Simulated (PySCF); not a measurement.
Species: C4H3OS (charge -1).
Bonds: S1–C2, C2–C3 (aromatic), C3–C4 (aromatic), C4–C5 (aromatic), C5–O6 (aromatic), C2–O6 (aromatic). Hydrogens: H7 on C3; H8 on C4; H9 on C5.

The same species was optimised twice, with GFN2-xTB and with PBE0-D3(BJ)/def2-SVP (PySCF), and the same property calculations (PySCF, gas phase) were run on both structures.

```json
{"coordinate": "C2–O6 (Å)", "GFN2-xTB": "1.368", "PBE0-D3(BJ)/def2-SVP": "1.385", "change": "+0.017"}
{"coordinate": "C3–C4 (Å)", "GFN2-xTB": "1.410", "PBE0-D3(BJ)/def2-SVP": "1.426", "change": "+0.016"}
{"coordinate": "C2–C3 (Å)", "GFN2-xTB": "1.383", "PBE0-D3(BJ)/def2-SVP": "1.395", "change": "+0.012"}
{"coordinate": "S1–C2 (Å)", "GFN2-xTB": "1.686", "PBE0-D3(BJ)/def2-SVP": "1.698", "change": "+0.012"}
{"coordinate": "C4–C5 (Å)", "GFN2-xTB": "1.360", "PBE0-D3(BJ)/def2-SVP": "1.365", "change": "+0.005"}
{"coordinate": "C5–O6 (Å)", "GFN2-xTB": "1.361", "PBE0-D3(BJ)/def2-SVP": "1.356", "change": "-0.005"}
{"coordinate": "S1–C2–C3 (°)", "GFN2-xTB": "130.7", "PBE0-D3(BJ)/def2-SVP": "133.6", "change": "+2.9"}
{"coordinate": "C3–C2–O6 (°)", "GFN2-xTB": "109.0", "PBE0-D3(BJ)/def2-SVP": "106.6", "change": "-2.4"}
{"coordinate": "C2–O6–C5 (°)", "GFN2-xTB": "107.2", "PBE0-D3(BJ)/def2-SVP": "109.3", "change": "+2.1"}
{"coordinate": "C2–C3–C4 (°)", "GFN2-xTB": "106.7", "PBE0-D3(BJ)/def2-SVP": "107.9", "change": "+1.2"}
{"coordinate": "S1–C2–O6 (°)", "GFN2-xTB": "120.3", "PBE0-D3(BJ)/def2-SVP": "119.8", "change": "-0.5"}
{"coordinate": "C3–C4–C5 (°)", "GFN2-xTB": "106.7", "PBE0-D3(BJ)/def2-SVP": "106.2", "change": "-0.5"}
{"coordinate": "C4–C5–O6 (°)", "GFN2-xTB": "110.5", "PBE0-D3(BJ)/def2-SVP": "110.0", "change": "-0.5"}
```

Rotational constants: A = 9293, B = 2233, C = 1801 MHz (GFN2-xTB) against A = 9315, B = 2174, C = 1763 MHz (PBE0-D3(BJ)/def2-SVP). Point groups within 0.08 Å: Cs and Cs.

On the GFN2-xTB structure: HOMO (eV) 0.12 [PBE0/pcSseg-1]; LUMO (eV) 5.27 [PBE0/pcSseg-1]; GIAO shielding of S1 (ppm) 577.9 [PBE0/pcSseg-1]; GIAO shielding of C2 (ppm) 0.5 [PBE0/pcSseg-1]; GIAO shielding of C3 (ppm) 83.4 [PBE0/pcSseg-1]; GIAO shielding of C4 (ppm) 71.6 [PBE0/pcSseg-1]; GIAO shielding of C5 (ppm) 57.7 [PBE0/pcSseg-1]; GIAO shielding of O6 (ppm) 18.3 [PBE0/pcSseg-1].

**Question.** What do these properties become on the PBE0-D3(BJ)/def2-SVP structure?

**Answer.** 
```csv
property,level,on GFN2-xTB,on PBE0-D3(BJ)/def2-SVP,change
HOMO (eV),PBE0/pcSseg-1,0.12,0.05,-0.07
LUMO (eV),PBE0/pcSseg-1,5.27,5.21,-0.06
"energy, GFN2-xTB geometry as zero (kcal/mol)",PBE0/pcSseg-1,0.0,-0.8,-0.8
GIAO shielding of S1 (ppm),PBE0/pcSseg-1,577.9,572.8,-5.1
GIAO shielding of C2 (ppm),PBE0/pcSseg-1,0.5,-2.1,-2.6
GIAO shielding of C3 (ppm),PBE0/pcSseg-1,83.4,80.5,-2.9
GIAO shielding of C4 (ppm),PBE0/pcSseg-1,71.6,71.0,-0.6
GIAO shielding of C5 (ppm),PBE0/pcSseg-1,57.7,55.5,-2.2
GIAO shielding of O6 (ppm),PBE0/pcSseg-1,18.3,5.4,-12.9
```

The heavy atoms differ by 0.025 Å rms after alignment. Among bonds between heavy atoms C2–O6 and C3–C4 change most and about equally (+0.016 to +0.017 Å). Changes are differences of the printed values. Neither structure is proved a minimum here. Isolated species at its PBE0-D3(BJ)/def2-SVP geometry, gas phase. The geometry's basis has no diffuse functions, a weakness for an anion.
